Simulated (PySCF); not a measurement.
SMILES [SiH4] (PBE0/def2-SVP optimised geometry):

```
5

Si    -0.498    -0.352     0.000
H     -0.995    -1.056    -1.219
H      0.995    -0.352     0.000
H     -0.995    -1.056     1.219
H     -0.995     1.056     0.000
```

Calculation: PBE0/def2-TZVP (PySCF).

### Question
What are the frontier orbital energies and the dipole moment?

### Answer
HOMO-2 -9.84 eV, HOMO-1 -9.84 eV, HOMO -9.84 eV, LUMO 1.05 eV, LUMO+1 1.05 eV; dipole moment 0.00 D.

On the same geometry PySCF with PBE/def2-TZVP gives HOMO-2 -8.49 eV, HOMO-1 -8.49 eV, HOMO -8.49 eV, LUMO 0.21 eV, LUMO+1 0.21 eV; dipole moment 0.00 D.

Meta-Löwdin charges at PBE0/def2-TZVP: Si1 0.31, H2 -0.08, H3 -0.08, H4 -0.08, H5 -0.08.
